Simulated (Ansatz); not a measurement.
# AlO+ (triplet): the correlation ladder, 6-31G

Aim: climb from Hartree-Fock through coupled cluster for AlO+ (triplet) at one geometry and basis, and see what each rung misses.

The runs use Ansatz 0.2.0, Gaussian basis; 6-31G, core rule «outside noble gas», up to 6 orbitals frozen.

To be run: UHF; CCSD(T) on ROHF; CCSD(T) on UHF; BCCD(T) on ROHF; CISD; CCSDT(Q) on ROHF; CCSDT(Q) on UHF; CISDTQ; CCSDTQ on ROHF; CCSDTQ on UHF; Full CI; Full CI, several states.

20 further runs of the same task are left out: 4 for a known fault of the program, 5 that didn't finish, 11 set aside as unsound or not needed.

## 1. The system

The geometry is a PBE0/def2-TZVP stationary point (not a proven minimum).

2 atoms, charge 1, spin multiplicity 3.

Atoms are counted from 1 here; the program's logs count them from 0.

Bond lengths: Al1–O2 1.733 Å.

## 2. UHF

in.yaml reads:

```yaml
crystal:
  periodic: [false, false, false]
  atoms:
    - {symbol: Al, position_ang: [0.000000, 0.000000, 0.000000]}
    - {symbol: O, position_ang: [0.000000, 0.000000, 1.732900]}
basis:
  gaussian: {orbitals: 6-31G}
total_charge: 1
magnetization: {spin_polarized: true, initial_magnetization: 2}
hamiltonian: {xc: hf}
output: {orbitals: {seedname: orbitals}}
```

The run is started by

```console
ansatz run in.yaml --threads 1 --pin off --events-out ev --progress --plain --max-ram 2393MiB
```

Further steps of the session: CCSD(T) on ROHF; CCSD(T) on UHF; BCCD(T) on ROHF; CISD; CCSDT(Q) on ROHF; CCSDT(Q) on UHF; CISDTQ; CCSDTQ on ROHF; CCSDTQ on UHF; Full CI; Full CI, several states.

Before running them: what should the planned runs give, taken together? Wanted: FCI below the RHF energy; RMP2 from FCI; UMP2 from FCI; RCCSD from FCI; RCCSD(T) from FCI; UCCSD(T) from FCI; RCCSDT(Q) from FCI; UCCSDT(Q) from FCI; T1 diagnostic.

As calculated:

| quantity | value |
| --- | --- |
| FCI below the RHF energy | -3.3559 eV |
| RMP2 from FCI | +445.3 meV |
| UMP2 from FCI | +445.2 meV |
| RCCSD from FCI | +129.5 meV |
| RCCSD(T) from FCI | +25.9 meV |
| UCCSD(T) from FCI | +28.9 meV |
| RCCSDT(Q) from FCI | +0.8 meV |
| UCCSDT(Q) from FCI | -5.1 meV |
| levels within 1 kcal/mol (43 meV) | RCCSD(T), UCCSD(T), BCCD(T), RCCSDT, UCCSDT, CISDTQ, RCCSDT(Q), UCCSDT(Q), RCCSDTQ, UCCSDTQ |
| T1 diagnostic | 0.045 |
| effectively unpaired electrons | 2.04 |

**Reading.** RCCSD(T) lands +25.9 meV from the yardstick (0.8 % of the correlation energy). UCCSDT(Q) falls below full CI: unrestricted runs freeze a spin-polarised core, another one than full CI's, and coupled cluster isn't variational. The occupations are near whole numbers, but T1 = 0.045 shows that the orbitals relax strongly. The next state among those solved, a triplet, lies 1.68 eV up. These misses are within one basis, not against nature; the frozen cores of restricted and unrestricted runs differ, which can shift their rows.
